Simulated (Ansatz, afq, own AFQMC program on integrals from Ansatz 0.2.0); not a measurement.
## Atomization energy of CH2Se, singlet

```xyz
4

C     0.0000    0.0000    1.4656
Se    0.0000    0.0000   -0.2750
H     0.0000    0.9241    2.0383
H     0.0000   -0.9241    2.0383
```

Connectivity, by distances: CH2–Se.

Atoms in their ground-state spins without spin–orbit coupling (mostly on UHF) minus the molecule (RHF), without zero-point energy. The geometry is a stationary point, not shown to be a minimum.

Basis cc-pVDZ. Only valence electrons are correlated. AFQMC by an in-house program on the Cholesky factors that Ansatz 0.2.0 writes for its CCSD(T) run. ph-AFQMC/CISD is guided by a CISD state made of CCSD amplitudes; releasing the constraint for a short imaginary time cuts its bias at the price of noise, slowly where states lie close. Uncertainties: one standard error, sampling alone. No spin–orbit coupling. The errors of all members are added in quadrature.

No full CI on the walks' own integrals is used here; CCSDT(Q) serves as the reference and is uncertain by about the last step of the cluster series. Each member takes its own surest rung, up to full CI.

The best estimate is CCSD(T) at the basis-set limit (CBS: def2-TZVPP and def2-QZVPP, with their diffuse functions for anions and beside diffuse sets, CCSD(T) itself extrapolated) plus the step from CCSD(T) to CCSDT(Q) in cc-pVDZ. Rows without CBS are in cc-pVDZ; B2PLYP and the wave-function rows carry a basis error of their own. Core correlation and relativity beyond core potentials are missing, and ± holds the sampling alone.

Cautions: inner d shell frozen; no relativity below Rb; no spin-orbit coupling; CH₂Se (singlet): restricted determinant unstable towards unrestricted (UHF 173 meV lower, ⟨S²⟩ 0.43).

| level | atomization energy (kJ/mol) |
| --- | --- |
| MP2 | 1179.7 |
| CCSD | 1147.4 |
| HF | 840.0 |

(1) From these cheaper values, estimate the atomization energy at the level of the best estimate.

(1) 1278.4 kJ/mol (best estimate, highest rung CCSDT(Q)).

```tsv
level	atomization energy (kJ/mol)	error against the best estimate (kJ/mol)
CCSD(T)	1171.3	-107.1
CCSDT	1171.5	-106.9
CCSDT(Q)	1173.7	-104.7
ph-AFQMC/CISD	1169.7 ± 2.4	-108.7 ± 2.4
released AFQMC	1171.8 ± 2.1	-106.6 ± 2.1
HF/CBS	860.6	-417.8
MP2/CBS	1290.3	11.9
CCSD(T)/CBS	1276.1	-2.3
```

Correlation beyond CCSD(T) adds 2.3 kJ/mol. Going to the basis-set limit adds 104.8 kJ/mol at CCSD(T). The perturbative (T) step is worth +24.0 kJ/mol.

Best estimates are given only where the step beyond CCSD(T) is under 0.3 eV and no member's determinant is very poor (T1 over 0.05, or 0.07 for open shells, ⟨S²⟩ too high by 0.3, two states mixed), so the hardest cases are missing from such tables.

CCSDT and higher add their correlation energy to the determinant of the CCSD(T) run, since their own runs factorise the integrals more tightly (a shift of under 2 meV). Each member of a difference takes its own highest rung, so a best estimate needn't equal the limit plus the step of one row. A walk keeps the symmetry of its determinant, which the program's search chose and which needn't be the lowest solution, so a lower state of the same spin and another symmetry isn't excluded. Released energies are given only where the last usable release times agree within the noise; a slower fall can still hide under it.
